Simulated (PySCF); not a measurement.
Mapped SMILES: `[CH3:1][P:2]([CH3:3])[P:4]([F:5])[F:6]`. Hydrogens are named by the atom that carries them.

Geometry: PBE0-D3(BJ)/def2-SVP; GIAO absolute shieldings from PySCF, gas phase, non-relativistic, averaged over equivalent atoms.

At PBE0/cc-pVTZ (272 basis functions, 34 s wall time on 1 thread of an Arm Neoverse V1, shared host):
```tsv
atoms	σ (ppm)
C1/C3	179.8
P4	27.9
P2	403.7
F5/F6	284.1
H(C1)/H(C3)	30.29
```

Question: Predict the values at PBE0/pcSseg-2 on the same geometry.

Answer: 
| atoms | σ at PBE0/pcSseg-2 | change |
| --- | --- | --- |
| C1/C3 | 176.6 | -3.2 |
| P4 | -17.2 | -45.1 |
| P2 | 370.2 | -33.5 |
| F5/F6 | 279.4 | -4.7 |
| H(C1)/H(C3) | 30.20 | -0.09 |

The largest change is at P4 (phosphorus bonded to 2 F, P). Cost: 314 basis functions, 43 s wall time on 1 thread of an Arm Neoverse V1, shared host.
